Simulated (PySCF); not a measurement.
# Li2+: bond curves at several levels of theory

An exercise on one series of results from a longer session: the logs are not shown, and one member is left open.

Method: Li cc-pVTZ, no relativity; program: PySCF 2.14.0.

The first run:

Settings of the job:

```
atoms                         : Li, Li
charge                        : 1
basis                         : Li cc-pVTZ
Hamiltonian                   : no relativity
basis functions               : 60
electrons treated             : 5
masses in u                   : 7.0160, 7.0160
levels                        : PBE0, PBE, r²SCAN, BP86, TPSS, M06, HSE06, HF, MP2, SCS-MP2, CCSD, CCSD(T)
grid                          : 80 radial by 434 angular points
occupations                   : held fixed by the projection of orbital angular momentum
dissociation limit            : Li+ + Li, each in its ground configuration
starting distance in angstrom : 2.670
values of 2S to try           : 1, 3
```

Started as:

```
$ OMP_NUM_THREADS=1 python dia.py task.json out
```

Steps of the session up to this table: Input; PBE0 along the bond; PBE; r²SCAN; BP86 (GGA); TPSS; M06 (hybrid meta-GGA); HSE06 (range-separated hybrid); UHF (mean field); Correlated methods on the Hartree–Fock reference.

One of the session's tables, all rows but one given; the rest of the session is left out.

It belongs to the step «Constants by level of theory». Differences from CCSD(T) in the same basis:

| level | Re (mÅ) | ωe (%) |
| --- | --- | --- |
| UHF | +29 | -0.4 |
| UHF-MP2 | +3 | 0.0 |
| UHF-SCS-MP2 | +1 | -0.1 |
| UHF-CCSD | 0 | 0.0 |
| PBE | -2 | -7.0 |
| BP86 | +2 | -6.6 |
| TPSS | ? | ? |
| r²SCAN | -16 | -2.5 |
| PBE0 | -6 | -4.0 |
| M06 | +144 | -14.4 |
| HSE06 | -7 | -4.1 |

Estimate the missing values for TPSS.

The run gave: Re (mÅ): -9; ωe (%): -4.2. In the column «Re (mÅ)» it lies between r²SCAN (-16) and HSE06 (-7).
